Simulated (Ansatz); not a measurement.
# 1,2-elimination

Start structure (SiH$_{4}$S$_{2}$, closed shell), relaxed at PBE0-D4/def2-TZVP:

```
7
angstrom
Si -0.1551 -0.3068 0.5135
S 1.5753 -0.7733 -0.6402
S -1.3024 1.3130 -0.2631
H -1.4752 0.7495 -1.4710
H -0.9099 -1.5820 0.5352
H 0.1775 0.1335 1.8889
H 2.0898 0.4661 -0.5633
```

The step: SiH₄S₂ ([SH][SiH2][SH]) → SiH₂S ([SiH2][S]) + H₂S (still joined by a long Si–S bond); bonds formed: S2–H4; bonds broken: S3–H4; bonds weakened to dative contacts: Si1–S2. Program: Ansatz 0.2.0. Basis: def2-TZVPP and def2-QZVPP. Cores are frozen in the correlated methods. Extrapolation: Hartree–Fock as exp(−7.88 √X), correlation as X^−2.97. Energies below are by CCSD(T) at an estimated basis limit (MP2 extrapolated from triple and quadruple zeta, plus CCSD(T) − MP2 in triple zeta).

(1) What are the electronic barrier and the energy of the step, from the start structure to the end structure? (To be estimated.)

The T1 diagnostic stays at or below 0.015.

Results:

(1) The calculation gives: Barrier 38.38 kcal/mol; step energy 32.22 kcal/mol (uphill); reverse barrier, their difference, 6.16 kcal/mol. Barrier and step energy count from the start structure, the reverse barrier from the end structure.

The saddle point: One imaginary mode of 583i cm⁻¹.
```json
{"pair": "S2–H4", "start (Å)": "3.51", "saddle (Å)": "1.46", "end (Å)": "1.35"}
{"pair": "Si1–S2", "start (Å)": "2.13", "saddle (Å)": "2.36", "end (Å)": "2.50"}
{"pair": "S3–H4", "start (Å)": "1.34", "saddle (Å)": "2.03", "end (Å)": "3.38"}
```

Zero-point energy (harmonic, PBE0-D4): ZPE is 22.92 kcal/mol at the start and 21.28 kcal/mol at the saddle, so the barrier goes from 38.38 to 36.74 kcal/mol.

First-order rate constant out of the start structure at 498 K by transition-state theory, with harmonic vibrational free energies alone and no tunnelling: ΔA‡ = 37.70 kcal/mol, so k = (kB T/h) exp(−ΔA‡/kB T) ≈ 10^-4 s⁻¹ (an order of magnitude at best: rotation, the number of equivalent paths and anharmonicity are left out).

Labels in which every atom is bracketed show which atoms are joined, not bond orders.

For scale, one of the runs: CCSD(T)/def2-TZVPP, 182 basis functions, launched by `ansatz run in.yaml --threads 2 --pin off --events-out ev --progress --plain --max-ram 4352MiB`. The run took 28 s on 2 CPU threads of an Intel Xeon Platinum 8175M (shared host), with 1.6 GiB of host memory at its peak.
